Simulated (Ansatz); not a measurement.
Compare A (`OC1=NCC1`) with its isomer B (`NC1=C(O)C1`).

Program: Ansatz. Geometries: PBE0-D4/def2-TZVP. ΔE: electronic, gas phase. CCSD(T)/CBS adds triple-zeta CCSD(T) − MP2 to the extrapolated MP2 energy (def2 sets, frozen cores). DFT in def2-TZVPP. B3LYP here is the variant with VWN-RPA as its local correlation; programs differ in this. Each species was taken in one conformer, which may not be the lowest.

Question: Which isomer does CCSD(T)/CBS put lower? Give the gap. (Estimate.)

Answer: The calculation gave: A, by 163.9 kJ/mol.

Question: Give E(B) − E(A) in kJ/mol with ωB97M-V, LDA (SPW92), CCSD(T)/def2-TZVPP, B3LYP-D4, CCSD/def2-TZVPP, BLYP-D4, MP2/def2-TZVPP. (Estimate.)

Answer: Computed: ωB97M-V 163.5, LDA (SPW92) 144.3, CCSD(T)/def2-TZVPP 169.7, B3LYP-D4 152.5, CCSD/def2-TZVPP 169.7, BLYP-D4 148.3, MP2/def2-TZVPP 163.0. None reverses the order clearly.

Question: Does the order hold for the free energy at 298.15 K (harmonic terms from PBE0-D4)? (An estimate is asked.)

Answer: Computed: Yes: G(B) − G(A) = +155.4 kJ/mol, for one conformer each.

Largest T1 diagnostic: 0.012.

In def2-TZVPP, CCSD(T) changes the Hartree–Fock value by −6.2 kJ/mol (the triples alone add +0.0 kJ/mol) and MP2 by −12.8 kJ/mol. From PBE to PBE0 (25 % exact exchange), in def2-TZVPP and without D4, E(B) − E(A) moves by +6.8 kJ/mol.
